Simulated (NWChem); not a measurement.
**AlNH3 (SMILES [NH2][AlH]): UTPSS-D3(BJ)/Sapporo-DZP**

What is the vertical ionisation energy of AlNH3 at UTPSS-D3(BJ)/Sapporo-DZP? 

The results are computed with NWChem 7.3.0.

5 further runs of the same task are left out: 5 set aside as unsound or not needed.

## Step 1: Starting point

AlNH3: 5 atoms, total charge 0, spin state doublet. As SMILES, `[NH2][AlH]`. The shape is that of a PBE0-D4/def2-TZVP optimisation. This is one conformer, not always the lowest.

Bond lengths: N1–Al2 1.774 Å, N1–H3 1.007 Å, N1–H4 1.009 Å, Al2–H5 1.604 Å. Angles: N1–Al2–H5 115.7°, Al2–N1–H3 125.4°, Al2–N1–H4 124.3°, H3–N1–H4 110.2°.

## Step 2: The charge distribution at UTPSS-D3(BJ)/Sapporo-DZP

struct.nw reads:

```
start struct
memory 2200 mb
geometry units bohr noautosym nocenter noautoz
   N     -0.22034207    -1.24873102     0.33089104
   Al     1.58094488     1.57584262     0.22827892
   H      0.28062433    -2.84460474     1.23871547
   H     -1.90919030    -1.47927761    -0.52421003
   H      0.36244947     3.85768691    -1.35191007
end
basis spherical bse
   * library Sapporo-DZP
end
dft
   xc xtpss03 ctpss03
   mult 2
   disp vdw 4
   grid medium
   convergence energy 1e-08
   iterations 150
   mulliken
end
property
   efieldgrad
   esp
   efield
   moldenfile
   molden_norm janpa
end
task dft property
```

Started as:

```console
nwchem struct.nw > struct.out
```

Standard output:

```text
Northwest Computational Chemistry Package (NWChem) 7.3.0
             --------------------------------------------------------

           Job information
           ---------------

    nwchem branch   = 7.3.0
    use scalapack   = T
    input           = struct.nw
    prefix          = struct.
    data base       = ./struct.db
    status          = startup
    nproc           =        1

           Memory information
           ------------------

    heap     =     72089600 doubles =      550.0 Mbytes
    stack    =     72089597 doubles =      550.0 Mbytes
    global   =    144179200 doubles =     1100.0 Mbytes (distinct from heap & stack)
    total    =    288358397 doubles =     2200.0 Mbytes
    verify   = yes
    hardfail = no

           Directory information
           ---------------------

  0 permanent = .
  0 scratch   = .

                                NWChem Input Module
                                -------------------

                             Geometry "geometry" -> ""
                             -------------------------

 Output coordinates in a.u. (scale by  1.000000000 to convert to a.u.)

  No.       Tag          Charge          X              Y              Z
 ---- ---------------- ---------- -------------- -------------- --------------
    1 N                    7.0000    -0.22034207    -1.24873102     0.33089104
    2 Al                  13.0000     1.58094488     1.57584262     0.22827892
    3 H                    1.0000     0.28062433    -2.84460474     1.23871547
    4 H                    1.0000    -1.90919030    -1.47927761    -0.52421003
    5 H                    1.0000     0.36244947     3.85768691    -1.35191007

      Atomic Mass
      -----------

      N                 14.003070
      Al                26.981540
      H                  1.007825

 Effective nuclear repulsion energy (a.u.)      46.2350920042

            Nuclear Dipole moment (a.u.)
            ----------------------------
        X                 Y               Z
 ---------------- ---------------- ----------------
    17.7437724500    11.2786414800     4.6464586100

            XYZ format geometry
            -------------------
     5
 geometry
 N                    -0.11660001    -0.66080005     0.17510001
 Al                    0.83660006     0.83390006     0.12080001
 H                     0.14850001    -1.50530011     0.65550004
 H                    -1.01030007    -0.78280006    -0.27740002
 H                     0.19180001     2.04140015    -0.71540005

 ==============================================================================
                                internuclear distances
 ------------------------------------------------------------------------------
       center one      |      center two      | atomic units |       a.u.
 ------------------------------------------------------------------------------
    2 Al               |   1 N                |     3.35162  |     3.35162
    3 H                |   1 N                |     1.90314  |     1.90314
    4 H                |   1 N                |     1.90698  |     1.90698
    5 H                |   2 Al               |     3.03126  |     3.03126
 ------------------------------------------------------------------------------
                         number of included internuclear distances:          4
 ==============================================================================

 ==============================================================================
                                 internuclear angles
 ------------------------------------------------------------------------------
        center 1       |       center 2       |       center 3       |  degrees
 ------------------------------------------------------------------------------
    2 Al               |   1 N                |   3 H                |   125.44
    2 Al               |   1 N                |   4 H                |   124.34
    3 H                |   1 N                |   4 H                |   110.22
    1 N                |   2 Al               |   5 H                |   115.74
 ------------------------------------------------------------------------------
                            number of included internuclear angles:          4
 ==============================================================================

 Summary of "ao basis" -> "" (spherical)
 ------------------------------------------------------------------------------
       Tag                 Description            Shells   Functions and Types
 ---------------- ------------------------------  ------  ---------------------
 *                        Sapporo-DZP                 on all atoms

                              NWChem Property Module
                              ----------------------

  itol2e modified to match energy
  convergence criterion.

                                 NWChem DFT Module
                                 -----------------

                      Basis "ao basis" -> "ao basis" (spherical)
                      -----
  [basis functions not shown]

 Summary of "ao basis" -> "ao basis" (spherical)
 ------------------------------------------------------------------------------
       Tag                 Description            Shells   Functions and Types
 ---------------- ------------------------------  ------  ---------------------
 N                        Sapporo-DZP                6       14   3s2p1d
 Al                       Sapporo-DZP                8       18   4s3p1d
 H                        Sapporo-DZP                3        5   2s1p

[... 24 lines left out ...]
          Convergence on energy requested:  1.00D-08
          Convergence on density requested:  1.00D-05
          Convergence on gradient requested:  5.00D-04
[... 18 lines left out ...]
          Spatial weights used:  Erf1
[... 1 line left out ...]
          Convergence Information
[... 1 line left out ...]
          Convergence aids based upon iterative change in
          total energy or number of iterations.
[... 77 lines left out ...]
   convergence    iter        energy       DeltaE   RMS-Dens  Diis-err    time
[... 13 lines left out ...]
         Total DFT energy =     -298.973950295725
      One electron energy =     -505.024871367160
           Coulomb energy =      186.525516078020
    Exchange-Corr. energy =      -26.706826088083
 Nuclear repulsion energy =       46.235092004164
[... 7 lines left out ...]
                    DFT Final Alpha Molecular Orbital Analysis
[... 332 lines left out ...]
                     DFT Final Beta Molecular Orbital Analysis
[... 421 lines left out ...]
     L   x y z        total         alpha         beta         nuclear
     -   - - -        -----         -----         ----         -------
     0   0 0 0     -0.000000    -12.000000    -11.000000     23.000000

     1   1 0 0     -0.210695    -10.321228     -7.633239     17.743772
[... 8 lines of this table left out ...]
     2   0 0 2    -15.212399    -11.964097     -8.329044      5.080742

          ---------------------------------------------
          Electrostatic potential/diamagnetic shielding
          ---------------------------------------------

 1 a.u. = 9.07618 esu/cm ( or statvolts )
   Point      X         Y         Z     Total Potential(a.u.)   Diamagnetic shielding(a.u.)
    1 N   -0.22034  -1.24873   0.33089     -18.384319            23.497785
    2 Al   1.58094   1.57584   0.22828     -44.494185            47.337420
    3 H    0.28062  -2.84460   1.23872      -1.037686             7.930818
    4 H   -1.90919  -1.47928  -0.52421      -1.036345             7.964244
    5 H    0.36245   3.85769  -1.35191      -1.136011             7.028858
 scftyp:UHF
 theory:dft

          --------------
          Electric field
          --------------

 1 a.u. = 0.171524 10**(-8) dyn/esu

   Atom       X         Y         Z                        Electric field (a.u.)
                                              X              Y              Z           Field
  ------------------------------------------------------------------------------------------------
    1 N   -0.22034  -1.24873   0.33089       0.016778       0.026152      -0.000881       0.031083
    2 Al   1.58094   1.57584   0.22828      -0.011431      -0.000958      -0.006029       0.012959
    3 H    0.28062  -2.84460   1.23872       0.002147      -0.011221       0.005617       0.012731
    4 H   -1.90919  -1.47928  -0.52421      -0.011345      -0.002843      -0.005235       0.012814
    5 H    0.36245   3.85769  -1.35191      -0.000892       0.000434      -0.000668       0.001196

          -----------------------
          Electric field gradient
          -----------------------

 1 a.u. = 0.324123 10**(16) esu/cm**3  ( or statvolts/cm**2 ) = 0.97174 10**(22) v/m**2

 ------------------------------------------------------------
   Atom      X         Y         Z
 ------------------------------------------------------------
    1 N   -0.22034  -1.24873   0.33089
 ------------------------------------------------------------

 Electric field gradient in molecular frame (a.u.)
         XX             YY             ZZ             XY             XZ             YZ
 ------------------------------------------------------------------------------------------
       -0.177452      -0.081143       0.258595       0.040725      -0.478213       0.309425

 Principal components (a.u.) and orientation
 of principal axis w.r.t. absolute frame                      Asymmetry parameter eta
 --------------------------------------------------------------------------------------
        0.647999      -0.576260      -0.071739                       0.778583

       -0.462137       0.717082       0.521750
        0.324433      -0.410848       0.852026
        0.825332       0.563026      -0.042777

 ------------------------------------------------------------
   Atom      X         Y         Z
 ------------------------------------------------------------
    2 Al   1.58094   1.57584   0.22828
 ------------------------------------------------------------

 Electric field gradient in molecular frame (a.u.)
         XX             YY             ZZ             XY             XZ             YZ
 ------------------------------------------------------------------------------------------
       -0.008853       0.418982      -0.410129       0.223269       0.301065      -0.316478

 Principal components (a.u.) and orientation
 of principal axis w.r.t. absolute frame                      Asymmetry parameter eta
 --------------------------------------------------------------------------------------
       -0.703256       0.555679       0.147577                       0.580304

       -0.462172       0.249039       0.851103
        0.324666       0.940640      -0.098935
        0.825221      -0.230600       0.515592

 ------------------------------------------------------------
   Atom      X         Y         Z
 ------------------------------------------------------------
    3 H    0.28062  -2.84460   1.23872
 ------------------------------------------------------------

 Electric field gradient in molecular frame (a.u.)
         XX             YY             ZZ             XY             XZ             YZ
 ------------------------------------------------------------------------------------------
        0.153502      -0.236943       0.083441       0.129872      -0.100990       0.261262

 Principal components (a.u.) and orientation
 of principal axis w.r.t. absolute frame                      Asymmetry parameter eta
 --------------------------------------------------------------------------------------
       -0.428726       0.242689       0.186037                       0.132141

       -0.269448      -0.462121       0.844892
        0.835307       0.324441       0.443847
       -0.479229       0.825337       0.298593

 ------------------------------------------------------------
   Atom      X         Y         Z
 ------------------------------------------------------------
    4 H   -1.90919  -1.47928  -0.52421
 ------------------------------------------------------------

 Electric field gradient in molecular frame (a.u.)
         XX             YY             ZZ             XY             XZ             YZ
 ------------------------------------------------------------------------------------------
       -0.280956       0.182645       0.098311      -0.069276      -0.264531      -0.016218

 Principal components (a.u.) and orientation
 of principal axis w.r.t. absolute frame                      Asymmetry parameter eta
 --------------------------------------------------------------------------------------
       -0.424656       0.240068       0.184588                       0.130649

        0.885203      -0.462161       0.053135
        0.113028       0.324460       0.939122
        0.451265       0.825308      -0.339450

 ------------------------------------------------------------
   Atom      X         Y         Z
 ------------------------------------------------------------
    5 H    0.36245   3.85769  -1.35191
 ------------------------------------------------------------

 Electric field gradient in molecular frame (a.u.)
         XX             YY             ZZ             XY             XZ             YZ
 ------------------------------------------------------------------------------------------
        0.031182      -0.042157       0.010975       0.051437      -0.034790       0.067886

 Principal components (a.u.) and orientation
 of principal axis w.r.t. absolute frame                      Asymmetry parameter eta
 --------------------------------------------------------------------------------------
       -0.114889       0.057721       0.057168                       0.004814

       -0.391234       0.795355      -0.462975
        0.760459       0.562727       0.324100
       -0.518304       0.225275       0.824993

 MOLDEN output will be written to the file ./struct.molden
  do_norm_janpa  T
  do_norm_nwchem  F
  molden scftype: UHF                  spinref:                     2

 Task  times  cpu:       12.2s     wall:       12.2s
 Total times  cpu:       12.3s     wall:       12.3s
```

Wall time 13 s (1 thread of Intel Xeon at 2.60GHz (Ice Lake), shared host); peak memory 0.12 GiB.

Atomic charges (e):

```
atom  Mulliken  Löwdin
  N1    -0.230  -0.130
 Al2    +0.010  +0.120
  H3    +0.100  +0.050
  H4    +0.100  +0.060
  H5    +0.030  -0.110
```

[end of part 1 of 2]
